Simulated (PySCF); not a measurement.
**Si, Si⁺: ionisation energy in aug-cc-pVDZ-DK**

Aim: the ionisation energy of silicon from differences of total energies, at each level of theory, and how far each lands from the tabulated value where there is one.

Method: unrestricted determinants in a Gaussian basis, no spin-orbit coupling in the energies. Code: PySCF 2.14.0.

## (1) What is computed

* Element: silicon (Z = 14)
* Basis: aug-cc-pVDZ-DK (5s4p2d, 27 functions)
* Hamiltonian: the spin-free X2C one-electron Hamiltonian (Gaussian nucleus)
* State 1: Si: [Ne] 3s2 3p2, high-spin 3P determinant
* State 2: Si⁺: [Ne] 3s2 3p1, 2P determinant
* Methods: UHF, BP86, PBE0, MP2, CCSD(T)
* Core shells frozen in the correlated runs: valence: [Ne] (for Si)

The outer shells:

Si [Ne] 3s2 3p2
```
[Ne] core
3s [↑↓]
3p [↑ ][↑ ][  ]
```

Si+ [Ne] 3s2 3p1
```
[Ne] core
3s [↑↓]
3p [↑ ][  ][  ]
```

One driver process ran all states and methods and kept the integrals in memory. Each run is shown as a PySCF script that sums up its settings (the driver passes frozen orbitals as a list and adds second-order terms of double hybrids); the logs are those of the runs themselves. The driver starts from symmetry-adapted Hartree-Fock orbitals, holds the occupation by maximum overlap and uses a logarithmic radial grid for functionals, so a plain start would take other cycles.

The driver's launch:

```console
OMP_NUM_THREADS=1 python atomrun2.py TASK.json OUT
```

The integrals over 27 functions and the set-up took 0.04 s of CPU time.

## (2) Si: the ladder of methods

#### UHF

The input, input.py:

```python
from pyscf import gto, scf, dft, mp, cc
import basis_set_exchange as bse
mol = gto.M(atom="Si 0 0 0", charge=0, spin=2, symmetry="D2h",
            basis=gto.basis.parse(bse.get_basis("aug-cc-pVDZ-DK", elements=["Si"], fmt="nwchem", header=False)),
            nucmod="G")
mf = scf.UHF(mol).sfx2c1e()
mf.irrep_nelec = {'Ag': (3, 3), 'B1u': (2, 1), 'B2u': (2, 1), 'B3u': (1, 1)}
mf.kernel()
```

The log of the run:

```text
damping factor = 0
level_shift factor = 0
DIIS = <class 'pyscf.scf.diis.CDIIS'>
diis_start_cycle = 1
diis_space = 10
diis_damp = 0
SCF conv_tol = 1e-09
SCF conv_tol_grad = None
number electrons alpha = 8  beta = 6
cycle= 1 E= -289.452290079379  delta_E= -0.00327  |g|= 0.0196  |ddm|= 0.0603
cycle= 2 E= -289.452819924172  delta_E= -0.00053  |g|= 0.00796  |ddm|= 0.0252
cycle= 3 E= -289.452927472052  delta_E= -0.000108  |g|= 0.000384  |ddm|= 0.019
cycle= 4 E= -289.452927856932  delta_E= -3.85e-07  |g|= 7.84e-05  |ddm|= 0.00362
cycle= 5 E= -289.452927872948  delta_E= -1.6e-08  |g|= 1.4e-05  |ddm|= 0.000948
cycle= 6 E= -289.452927873382  delta_E= -4.34e-10  |g|= 1.41e-06  |ddm|= 0.000174
converged SCF energy = -289.452927873382  <S^2> = 2.0134911  2S+1 = 3.0089807
```

It took 0.05 s on 1 thread of Neoverse-V2, shared host, the integrals not counted.

The occupied shells:

```tsv
shell	electrons	mean orbital energy (eV)	spread (eV)	rms radius (bohr)
1s α	1	-1877.1	0	0.129
1s β	1	-1876.8	0	0.129
2s α	1	-168.40	0	0.612
2s β	1	-168.11	0	0.612
2p α	3	-116.06	0.244	0.599
2p β	3	-115.54	0.365	0.599
3s α	1	-16.941	0	2.38
3s β	1	-12.689	0	2.38
3p α	2	-8.177	0	3.00
```

⟨S²⟩ = 2.013, ⟨L²⟩ = 2.04.

#### BP86

input.py, as changed from the run before:

```diff
@@ -5,3 +5,3 @@
             nucmod="G")
-mf = scf.UHF(mol).sfx2c1e()
+mf = dft.UKS(mol, xc="B88,P86").sfx2c1e()
 mf.irrep_nelec = {'Ag': (3, 3), 'B1u': (2, 1), 'B2u': (2, 1), 'B3u': (1, 1)}
```

The log of the run:

```text
damping factor = 0
level_shift factor = 0
DIIS = <class 'pyscf.scf.diis.CDIIS'>
diis_start_cycle = 1
diis_space = 10
diis_damp = 0
SCF conv_tol = 1e-09
SCF conv_tol_grad = None
number electrons alpha = 8  beta = 6
XC functionals = B88,P86
    A. D. Becke.,  Phys. Rev. A 38, 3098 (1988)
    J. P. Perdew.,  Phys. Rev. B 33, 8822 (1986)
cycle= 1 E= -290.004212986271  delta_E= -0.00383  |g|= 0.0102  |ddm|= 0.339
cycle= 2 E= -290.004284778942  delta_E= -7.18e-05  |g|= 0.00201  |ddm|= 0.0566
cycle= 3 E= -290.004290177756  delta_E= -5.4e-06  |g|= 0.000891  |ddm|= 0.0236
cycle= 4 E= -290.004290994006  delta_E= -8.16e-07  |g|= 9.42e-05  |ddm|= 0.00682
cycle= 5 E= -290.004291005603  delta_E= -1.16e-08  |g|= 1.16e-06  |ddm|= 0.000373
cycle= 6 E= -290.004291005605  delta_E= -1.99e-12  |g|= 6.07e-08  |ddm|= 1.14e-05
converged SCF energy = -290.004291005605  <S^2> = 2.0031823  2S+1 = 3.0021208
```

Time after the integrals: 0.14 s (1 thread of Neoverse-V2, shared host).

#### PBE0

input.py, as changed from the run before:

```diff
@@ -5,3 +5,3 @@
             nucmod="G")
-mf = dft.UKS(mol, xc="B88,P86").sfx2c1e()
+mf = dft.UKS(mol, xc="PBE0").sfx2c1e()
 mf.irrep_nelec = {'Ag': (3, 3), 'B1u': (2, 1), 'B2u': (2, 1), 'B3u': (1, 1)}
```

The log of the run:

```text
damping factor = 0
level_shift factor = 0
DIIS = <class 'pyscf.scf.diis.CDIIS'>
diis_start_cycle = 1
diis_space = 10
diis_damp = 0
SCF conv_tol = 1e-09
SCF conv_tol_grad = None
number electrons alpha = 8  beta = 6
XC functionals = PBE0
    C. Adamo and V. Barone.,  J. Chem. Phys. 110, 6158 (1999)
    M. Ernzerhof and G. E. Scuseria.,  J. Chem. Phys. 110, 5029 (1999)
cycle= 1 E= -289.855620078117  delta_E= -0.00301  |g|= 0.00819  |ddm|= 0.247
cycle= 2 E= -289.855718265384  delta_E= -9.82e-05  |g|= 0.00191  |ddm|= 0.0262
cycle= 3 E= -289.85572442605  delta_E= -6.16e-06  |g|= 0.000339  |ddm|= 0.00855
cycle= 4 E= -289.855724551493  delta_E= -1.25e-07  |g|= 5.51e-05  |ddm|= 0.00262
cycle= 5 E= -289.855724554048  delta_E= -2.55e-09  |g|= 3.87e-06  |ddm|= 0.000262
cycle= 6 E= -289.855724554081  delta_E= -3.35e-11  |g|= 1.98e-07  |ddm|= 4.43e-05
converged SCF energy = -289.855724554081  <S^2> = 2.0050563  2S+1 = 3.003369
```

Time after the integrals: 0.14 s (1 thread of Neoverse-V2, shared host).

#### MP2 (valence)

input.py, as changed from the run before:

```diff
@@ -5,4 +5,5 @@
             nucmod="G")
-mf = dft.UKS(mol, xc="PBE0").sfx2c1e()
+mf = scf.UHF(mol).sfx2c1e()
 mf.irrep_nelec = {'Ag': (3, 3), 'B1u': (2, 1), 'B2u': (2, 1), 'B3u': (1, 1)}
 mf.kernel()
+mp.UMP2(mf, frozen=5).kernel()
```

This step left no log, only its results.

Time after the integrals: 0.01 s (1 thread of Neoverse-V2, shared host).

With 4 electrons correlated, the MP2 correlation energy is -0.04650 hartree (-0.00825 same spin, -0.03825 opposite spin); the SCS form gives -0.04865. Largest pairs of shells: 3s-3p -0.0273, 3s-3s -0.0141, 3p-3p -0.0050.

#### CCSD(T) (valence)

input.py, as changed from the run before:

```diff
@@ -8,2 +8,3 @@
 mf.kernel()
-mp.UMP2(mf, frozen=5).kernel()
+mycc = cc.CCSD(mf, frozen=5).run()
+mycc.ccsd_t()
```

The log of the run:

```text
CC2 = 0
CCSD nocc = (np.int64(3), np.int64(1)), nmo = (22, 22)
frozen orbitals [[0, 1, 2, 3, 4], [0, 1, 2, 3, 4]]
max_cycle = 100
direct = 0
conv_tol = 1e-08
conv_tol_normt = 1e-06
diis_space = 8
diis_start_cycle = 0
Init t2, MP2 energy = -0.0465023621798231
Init E_corr(UCCSD) = -0.0465023621817812
cycle = 1  E_corr(UCCSD) = -0.059694561609765  dE = -0.0131921994  norm(t1,t2) = 0.0577791
cycle = 2  E_corr(UCCSD) = -0.0636035096887167  dE = -0.00390894808  norm(t1,t2) = 0.022541
cycle = 3  E_corr(UCCSD) = -0.0659541233379272  dE = -0.00235061365  norm(t1,t2) = 0.0107224
cycle = 4  E_corr(UCCSD) = -0.0659596257513554  dE = -5.50241343e-06  norm(t1,t2) = 0.00236632
cycle = 5  E_corr(UCCSD) = -0.0659863562742048  dE = -2.67305228e-05  norm(t1,t2) = 0.000399878
cycle = 6  E_corr(UCCSD) = -0.0659760030663281  dE = 1.03532079e-05  norm(t1,t2) = 8.73116e-05
cycle = 7  E_corr(UCCSD) = -0.0659811968045424  dE = -5.19373821e-06  norm(t1,t2) = 1.83808e-05
cycle = 8  E_corr(UCCSD) = -0.0659799369767089  dE = 1.25982783e-06  norm(t1,t2) = 5.13267e-06
cycle = 9  E_corr(UCCSD) = -0.0659799605917272  dE = -2.36150183e-08  norm(t1,t2) = 7.16926e-07
cycle = 10  E_corr(UCCSD) = -0.0659799922680637  dE = -3.16763365e-08  norm(t1,t2) = 2.35444e-07
cycle = 11  E_corr(UCCSD) = -0.0659799934714328  dE = -1.20336911e-09  norm(t1,t2) = 4.9169e-08
UCCSD converged
E(UCCSD) = -289.5189078668533  E_corr = -0.0659799934714328
UCCSD(T) correction = -0.00128094890531913
```

Time after the integrals: 0.13 s (1 thread of Neoverse-V2, shared host).

CCSD correlation -0.06598 hartree, triples -0.00128; total -289.520189. T1 = 0.010, largest double amplitude 0.079.

Radial density 4πr²ρ of Si at UHF:

```tsv
r (bohr)	density	spin density
0.00161	0.0645	0.000
0.00271	0.173	0.000
0.00456	0.447	0.000
0.00768	1.13	0.000
0.0129	2.69	0.000
0.0217	5.86	0.000
0.0365	10.9	0.001
0.0614	15.4	0.004
0.103	14.4	0.019
0.174	9.86	0.064
0.292	12.3	0.117
0.492	13.5	0.066
0.827	4.91	0.018
1.39	1.64	0.444
2.34	1.64	0.799
3.94	0.424	0.292
6.62	0.0181	0.016
11.1	7.21e-05	0.000
```

## (3) Si⁺: the ladder of methods

#### UHF

The input, input.py:

```python
from pyscf import gto, scf, dft, mp, cc
import basis_set_exchange as bse
mol = gto.M(atom="Si 0 0 0", charge=1, spin=1, symmetry="D2h",
            basis=gto.basis.parse(bse.get_basis("aug-cc-pVDZ-DK", elements=["Si"], fmt="nwchem", header=False)),
            nucmod="G")
mf = scf.UHF(mol).sfx2c1e()
mf.irrep_nelec = {'Ag': (3, 3), 'B1u': (1, 1), 'B2u': (2, 1), 'B3u': (1, 1)}
mf.kernel()
```

The log of the run:

```text
damping factor = 0
level_shift factor = 0
DIIS = <class 'pyscf.scf.diis.CDIIS'>
diis_start_cycle = 1
diis_space = 10
diis_damp = 0
SCF conv_tol = 1e-09
SCF conv_tol_grad = None
number electrons alpha = 7  beta = 6
cycle= 1 E= -289.171457155047  delta_E= -0.0037  |g|= 0.0213  |ddm|= 0.0795
cycle= 2 E= -289.172044155815  delta_E= -0.000587  |g|= 0.00855  |ddm|= 0.0337
cycle= 3 E= -289.172158978025  delta_E= -0.000115  |g|= 0.000361  |ddm|= 0.0265
cycle= 4 E= -289.172159251647  delta_E= -2.74e-07  |g|= 5.49e-05  |ddm|= 0.00496
cycle= 5 E= -289.172159257124  delta_E= -5.48e-09  |g|= 7.46e-06  |ddm|= 0.000819
cycle= 6 E= -289.17215925721  delta_E= -8.57e-11  |g|= 9.4e-07  |ddm|= 0.000103
converged SCF energy = -289.17215925721  <S^2> = 0.76382631  2S+1 = 2.0137788
```

Time after the integrals: 0.05 s (1 thread of Neoverse-V2, shared host).

Orbital energies by shell (radii are means over both spins):

```tsv
shell	electrons	mean orbital energy (eV)	spread (eV)	rms radius (bohr)
1s α	1	-1887.0	0	0.129
1s β	1	-1886.9	0	0.129
2s α	1	-178.09	0	0.612
2s β	1	-177.90	0	0.612
2p α	3	-125.66	0.314	0.599
2p β	3	-125.32	0.456	0.599
3s α	1	-24.150	0	2.25
3s β	1	-21.746	0	2.25
3p α	1	-16.155	0	2.68
```

⟨S²⟩ = 0.764, ⟨L²⟩ = 2.04.

#### BP86

input.py, as changed from the run before:

```diff
@@ -5,3 +5,3 @@
             nucmod="G")
-mf = scf.UHF(mol).sfx2c1e()
+mf = dft.UKS(mol, xc="B88,P86").sfx2c1e()
 mf.irrep_nelec = {'Ag': (3, 3), 'B1u': (1, 1), 'B2u': (2, 1), 'B3u': (1, 1)}
```

The log of the run:

```text
damping factor = 0
level_shift factor = 0
DIIS = <class 'pyscf.scf.diis.CDIIS'>
diis_start_cycle = 1
diis_space = 10
diis_damp = 0
SCF conv_tol = 1e-09
SCF conv_tol_grad = None
number electrons alpha = 7  beta = 6
XC functionals = B88,P86
    A. D. Becke.,  Phys. Rev. A 38, 3098 (1988)
    J. P. Perdew.,  Phys. Rev. B 33, 8822 (1986)
cycle= 1 E= -289.700584010562  delta_E= -0.00371  |g|= 0.01  |ddm|= 0.381
cycle= 2 E= -289.700635420762  delta_E= -5.14e-05  |g|= 0.00143  |ddm|= 0.0231
cycle= 3 E= -289.700636609105  delta_E= -1.19e-06  |g|= 0.000208  |ddm|= 0.00354
cycle= 4 E= -289.700636661065  delta_E= -5.2e-08  |g|= 2.41e-05  |ddm|= 0.0012
cycle= 5 E= -289.700636661495  delta_E= -4.3e-10  |g|= 4.26e-07  |ddm|= 0.000238
converged SCF energy = -289.700636661495  <S^2> = 0.75343205  2S+1 = 2.0034291
```

Time after the integrals: 0.12 s (1 thread of Neoverse-V2, shared host).

#### PBE0

input.py, as changed from the run before:

```diff
@@ -5,3 +5,3 @@
             nucmod="G")
-mf = dft.UKS(mol, xc="B88,P86").sfx2c1e()
+mf = dft.UKS(mol, xc="PBE0").sfx2c1e()
 mf.irrep_nelec = {'Ag': (3, 3), 'B1u': (1, 1), 'B2u': (2, 1), 'B3u': (1, 1)}
```

The log of the run:

```text
damping factor = 0
level_shift factor = 0
DIIS = <class 'pyscf.scf.diis.CDIIS'>
diis_start_cycle = 1
diis_space = 10
diis_damp = 0
SCF conv_tol = 1e-09
SCF conv_tol_grad = None
number electrons alpha = 7  beta = 6
XC functionals = PBE0
    C. Adamo and V. Barone.,  J. Chem. Phys. 110, 6158 (1999)
    M. Ernzerhof and G. E. Scuseria.,  J. Chem. Phys. 110, 5029 (1999)
cycle= 1 E= -289.553555294336  delta_E= -0.00305  |g|= 0.00872  |ddm|= 0.296
cycle= 2 E= -289.553651764123  delta_E= -9.65e-05  |g|= 0.00195  |ddm|= 0.0225
cycle= 3 E= -289.553657346229  delta_E= -5.58e-06  |g|= 0.000248  |ddm|= 0.00705
cycle= 4 E= -289.553657408347  delta_E= -6.21e-08  |g|= 3.47e-05  |ddm|= 0.00118
cycle= 5 E= -289.553657407347  delta_E= 1e-09  |g|= 2.35e-05  |ddm|= 0.000216
converged SCF energy = -289.553657407347  <S^2> = 0.75528031  2S+1 = 2.0052734
```

It took 0.12 s on 1 thread of Neoverse-V2, shared host, the integrals not counted.

#### MP2 (valence)

input.py, as changed from the run before:

```diff
@@ -5,4 +5,5 @@
             nucmod="G")
-mf = dft.UKS(mol, xc="PBE0").sfx2c1e()
+mf = scf.UHF(mol).sfx2c1e()
 mf.irrep_nelec = {'Ag': (3, 3), 'B1u': (1, 1), 'B2u': (2, 1), 'B3u': (1, 1)}
 mf.kernel()
+mp.UMP2(mf, frozen=5).kernel()
```

No log was kept for this step.

Time after the integrals: 0.01 s (1 thread of Neoverse-V2, shared host).

With 3 electrons correlated, the MP2 correlation energy is -0.03505 hartree (-0.00226 same spin, -0.03279 opposite spin); the SCS form gives -0.04011. Largest pairs of shells: 3s-3s -0.0204, 3s-3p -0.0147, 3p-3p 0.0000.

#### CCSD(T) (valence)

input.py, as changed from the run before:

```diff
@@ -8,2 +8,3 @@
 mf.kernel()
-mp.UMP2(mf, frozen=5).kernel()
+mycc = cc.CCSD(mf, frozen=5).run()
+mycc.ccsd_t()
```

The log of the run:

```text
CC2 = 0
CCSD nocc = (np.int64(2), np.int64(1)), nmo = (22, 22)
frozen orbitals [[0, 1, 2, 3, 4], [0, 1, 2, 3, 4]]
max_cycle = 100
direct = 0
conv_tol = 1e-08
conv_tol_normt = 1e-06
diis_space = 8
diis_start_cycle = 0
Init t2, MP2 energy = -0.0350539323662644
Init E_corr(UCCSD) = -0.0350539323670624
cycle = 1  E_corr(UCCSD) = -0.0464733540501005  dE = -0.0114194217  norm(t1,t2) = 0.0573416
cycle = 2  E_corr(UCCSD) = -0.0505338603047769  dE = -0.00406050625  norm(t1,t2) = 0.024692
cycle = 3  E_corr(UCCSD) = -0.0534441965163595  dE = -0.00291033621  norm(t1,t2) = 0.0116015
cycle = 4  E_corr(UCCSD) = -0.0534209507418338  dE = 2.32457745e-05  norm(t1,t2) = 0.00159951
cycle = 5  E_corr(UCCSD) = -0.0534494871944936  dE = -2.85364527e-05  norm(t1,t2) = 0.000198504
cycle = 6  E_corr(UCCSD) = -0.0534400070102695  dE = 9.48018422e-06  norm(t1,t2) = 3.83089e-05
cycle = 7  E_corr(UCCSD) = -0.0534442139913246  dE = -4.20698106e-06  norm(t1,t2) = 1.36888e-05
cycle = 8  E_corr(UCCSD) = -0.0534432097383567  dE = 1.00425297e-06  norm(t1,t2) = 3.75104e-06
cycle = 9  E_corr(UCCSD) = -0.0534432730688486  dE = -6.33304919e-08  norm(t1,t2) = 5.06882e-07
cycle = 10  E_corr(UCCSD) = -0.0534432911990593  dE = -1.81302107e-08  norm(t1,t2) = 9.50626e-08
cycle = 11  E_corr(UCCSD) = -0.0534432898901431  dE = 1.30891619e-09  norm(t1,t2) = 3.58217e-08
UCCSD converged
E(UCCSD) = -289.2256025470996  E_corr = -0.05344328989014307
UCCSD(T) correction = -0.000677595830374717
```

Time after the integrals: 0.12 s (1 thread of Neoverse-V2, shared host).

CCSD correlation -0.05344 hartree, triples -0.00068; total -289.226280. T1 = 0.013, largest double amplitude 0.107.

Radial density 4πr²ρ of Si⁺ at UHF:

```tsv
r (bohr)	density	spin density
0.00161	0.0646	0.000
0.00271	0.173	0.000
0.00456	0.447	0.000
0.00768	1.13	0.000
0.0129	2.69	0.000
0.0217	5.87	0.000
0.0365	10.9	0.001
0.0614	15.4	0.003
0.103	14.4	0.012
0.174	9.84	0.041
0.292	12.3	0.076
0.492	13.5	0.042
0.827	4.91	0.013
1.39	1.57	0.290
2.34	1.29	0.443
3.94	0.199	0.103
6.62	0.00307	0.003
11.1	1.93e-05	0.000
```

## (4) How the shells move

Highest occupied Hartree-Fock shell of each state: Si 3p α at -8.177 eV; Si⁺ 3p α at -16.155 eV.

## (5) Differences of total energies

Ionisation energy: Si [Ne] 3s2 3p2 (3P) → Si⁺ [Ne] 3s2 3p1 (2P).

```tsv
method	value (eV)	error (eV)	CPU time, both states (s)
UHF	7.640	-0.517	0.1
BP86	8.263	+0.106	0.26
PBE0	8.220	+0.063	0.26
MP2 (valence)	7.952	-0.205	0.1
SCS-MP2 (valence)	7.873	-0.284	0.1
CCSD (valence)	7.981	-0.176	
CCSD(T) (valence)	7.998	-0.159	0.35
```

Reference: 8.157 eV (measured; NIST levels, between the centres of gravity of the two terms). Errors of the correlated levels include the incompleteness of this basis.

Times are CPU seconds on a shared host without the integrals; correlated rows include their Hartree-Fock run, whose time holds the symmetry-adapted start and any spin-orbit constants, while functionals begin from orbitals already made.

## (6) Results

```
             quantity                                                   value
ionisation energy, Si  UHF 7.640, CCSD(T) (valence) 7.998 eV; reference 8.157
```

Accuracy against cost (mean over 1 difference):

```tsv
method	mean absolute miss against the measured value (with the measured fine structure taken into account where it is known) (eV)	CPU time, both states (s)
UHF	0.517	0.1
BP86	0.106	0.26
PBE0	0.063	0.26
MP2 (valence)	0.205	0.1
SCS-MP2 (valence)	0.284	0.1
CCSD (valence)	0.176	
CCSD(T) (valence)	0.159	0.35
```

In words: Against experiment PBE0 comes closest (off by 0.06 eV) and UHF is farthest (0.52 eV). Hartree-Fock falls short because the species with more electrons holds more correlation energy, which it lacks. All values hold for this basis alone; no basis-set limit was taken. The dearest level timed, CCSD(T) (valence), costs 3.5 times the cheapest, UHF, and differs from the measured value (with the measured fine structure taken into account where it is known) by 0.16 against 0.52 eV.
